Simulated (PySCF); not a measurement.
Structure with atom numbers: `[CH3:1][CH:2]([CH3:3])[Cl:4]` (H(Xn): hydrogen on atom n).

GIAO PBE0/pcSseg-1 shifts (PySCF 2.14.0 with density-fitted response routines, gas phase, non-relativistic, equivalent atoms averaged), each against references optimised in the same way as the molecule (TMS, HCl).

On the GFN2-xTB geometry: C2 59.3, C1/C3 29.6, Cl4 195, H(C2) 4.05, H(C1)/H(C3) 1.46 ppm.

Question: What changes on the PBE0-D3(BJ)/def2-SVP geometry?

Answer: 
| atoms | δ (ppm) | change |
| --- | --- | --- |
| C2 | 58.4 | -0.9 |
| C1/C3 | 28.7 | -0.9 |
| Cl4 | 196 | +1 |
| H(C2) | 3.85 | -0.20 |
| H(C1)/H(C3) | 1.39 | -0.07 |

Bonds between heavy atoms that differ most (equivalent bonds averaged): C2–Cl4 1.800 → 1.809 Å, C1–C2 1.518 → 1.513 Å. Mean change of bonds to hydrogen: C–H +0.012 Å.
